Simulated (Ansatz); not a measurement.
Input file:

```yaml
crystal:
  periodic: [false, false, false]
  atoms:
    - {symbol: Si, position_ang: [0.025157, -0.096377, 0.597723]}
    - {symbol: O, position_ang: [-0.094714, 0.094069, -1.040960]}
    - {symbol: H, position_ang: [0.079727, 1.161161, 1.408550]}
    - {symbol: H, position_ang: [0.722716, 0.031127, -1.540129]}
basis:
  gaussian: {orbitals: cc-pVDZ}
magnetization: {spin_polarized: false, initial_magnetization: 4}
correlation: {method: mp2, frozen_orbitals: {Si: 9}}
```

```sh
$ ansatz run in.yaml --threads 1 --pin off --events-out ev --progress --plain --max-ram 2393MiB
```

Problem. What does the program do with this input?

Solution. Refused. The input was made wrong on purpose (wrong frozen-orbital counts), so the run isn't a sound calculation of what was asked.
```
Error: "frozen_orbitals" has no count for O
```
